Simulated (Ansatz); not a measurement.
Basis-set extrapolation for CH5MgN, SMILES `[CH3][Mg][NH2]` (PBE0-D4/def2-TZVP geometry, frozen core, the Gaussian-basis code of Ansatz). Multiplicity 1, RHF reference. For Mg the program correlates outer-core shells too, which these sets cover unevenly, so the extrapolated numbers aren't a true limit.

```tsv
	def2-TZVPP	def2-QZVPP
HF	-294.881779	-294.895784
MP2 correlation	-0.611255	-0.680060
CCSD(T) correlation	-0.658992	not run
```

Energies in hartree. Use E(X) = E(∞) + A·exp(−7.88·√X) for Hartree–Fock and E(X) = E(∞) + B·X^(−2.97) for correlation, with X = 3 and 4, and add CCSD(T) minus MP2 of the smaller set to the MP2 limit.

Question: What is the CCSD(T) energy at the basis-set limit?

Answer: HF limit: -294.895784 + (-0.014005) × 0.13774 = -294.89771. MP2 limit: -0.680060 + (-0.068805) × 0.74074 = -0.73103. Higher-order term: -0.658992 − (-0.611255) = -0.04774. Total: -295.67648 hartree, 85.2 kcal/mol below CCSD(T)/def2-TZVPP.
